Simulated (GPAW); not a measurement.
# UOLYP/dzp (scalar-relativistic datasets) run of C2H5B (SMILES B[C]C)

We compute a geometry optimisation of C2H5B. The job is set up through an ASE script.

The results are computed with GPAW 26.7.0.

3 further runs of the same task are left out: 1 that didn't finish, 2 set aside as unsound or not needed. Runs told in other sessions of the task aren't counted.

**1. Starting point**

The species is C2H5B (8 atoms), meant as a triplet with charge 0. As SMILES, `B[C]C`. The shape is that of a GFN2-xTB optimisation. The run starts from this shape.

Bond lengths: B1–C2 1.465 Å, C2–C3 1.439 Å, B1–H4 1.176 Å, B1–H5 1.183 Å, C3–H6 1.100 Å, C3–H7 1.096 Å, C3–H8 1.096 Å. Angles: B1–C2–C3 151.7°, C2–B1–H4 121.6°, C2–B1–H5 120.4°, C2–C3–H6 113.0°, C2–C3–H7 109.6°, C2–C3–H8 111.2°, H4–B1–H5 118.0°, H6–C3–H7 107.7°, H6–C3–H8 108.2°, H7–C3–H8 106.8°.

**2. A structure relaxation at UOLYP/dzp (scalar-relativistic datasets)**

Input file c2h5b.xyz:

```xyz
8

B     -0.914510     0.882590    -0.947350
C     -0.207300    -0.217660    -0.286340
C      0.690410    -0.725130     0.716830
H     -1.627420     0.694220    -1.863460
H     -0.781470     1.994140    -0.565440
H      0.887250    -0.003600     1.522990
H      1.651170    -0.979070     0.255000
H      0.301870    -1.645470     1.167750
```

Input file calc.py:

```python
from ase.io import read, write
from ase.optimize import BFGS
from gpaw import GPAW, setup_paths
from gpaw.atom.configurations import parameters
from gpaw.atom.generator import Generator

# Atomic positions
mol = read('c2h5b.xyz')
mol.center(vacuum=5.0)
mol.set_initial_magnetic_moments([2 / len(mol)] * len(mol))

# No datasets are shipped for this functional: make them
for symbol in ['B', 'C', 'H']:
    Generator(symbol, xcname='GGA_X_OPTX+GGA_C_LYP', scalarrel=True, nofiles=True, txt=None).run(**parameters[symbol])
setup_paths.insert(0, '.')

# GPAW settings
dft = GPAW(mode='lcao',
           h=0.18,
           symmetry='off',
           basis='dzp',
           maxiter=150,
           xc='GGA_X_OPTX+GGA_C_LYP',
           occupations={'name': 'fermi-dirac', 'width': 0.0, 'fixmagmom': True},
           txt='-')
mol.calc = dft

opt = BFGS(mol, trajectory='c2h5b.traj')
converged = opt.run(fmax=0.03, steps=60)
print('Converged:', converged)
print(f'Final energy = {mol.get_potential_energy():.5f} eV')
write('relaxed.xyz', mol)
```

On the command line:

```console
python3 -u calc.py | tee calc.out
```

What values should one expect? Wanted: energy as printed; dipole moment; HOMO energy; LUMO energy.

**Answer.** As computed:

Level: UOLYP/dzp (scalar-relativistic datasets).

| quantity | value |
| --- | --- |
| energy as printed (from the program's reference atoms) | -36.3534 eV |
| dipole moment | 2.09 D |
| HOMO energy (highest over α and β) | -4.75 eV |
| LUMO energy (lowest over α and β) | -3.99 eV |

What this shows: At the final geometry: Bond lengths: B1–C2 1.512 Å, C2–C3 1.466 Å, B1–H4 1.225 Å, B1–H5 1.233 Å, C3–H6 1.118 Å, C3–H7 1.117 Å, C3–H8 1.115 Å. Angles: B1–C2–C3 145.7°, C2–B1–H4 121.3°, C2–B1–H5 120.0°, C2–C3–H6 113.2°, C2–C3–H7 110.2°, C2–C3–H8 111.6°, H4–B1–H5 118.7°, H6–C3–H7 107.3°, H6–C3–H8 108.2°, H7–C3–H8 106.0°. The optimisation took 21 steps and changed the energy by -0.134 eV.
